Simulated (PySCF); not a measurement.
# SiB⁻ at ROHF

Level: ROHF. PySCF, no relativity, basis sets Si def2-SVPD, B def2-SVPD.

```
state                                                                                                             : ³Π (triplet), unpaired electrons σ ↑, π ↑
bond length                                                                                                       : 1.824 Å
harmonic wavenumber                                                                                               : 943 cm⁻¹
force constant                                                                                                    : 4.14 mdyn/Å
rotational constant Be                                                                                            : 0.6415 cm⁻¹
anharmonicity ωexe                                                                                                : 5.22 cm⁻¹
vibration–rotation constant αe                                                                                    : 0.00451 cm⁻¹
bond order (Mayer)                                                                                                : 2.58
dipole moment (positive dipole points towards B; it is taken about the centre of mass and depends on that origin) : -0.86 D
```

UHF is strongly spin-contaminated for SiB⁻, so the ROHF reference used there is far from stable. Hartree–Fock leaves out correlation, which carries a large part of most bond energies and some tenths to 1 eV of ionisation energies. The state was picked by a PBE0 search and need not be the measured ground state.
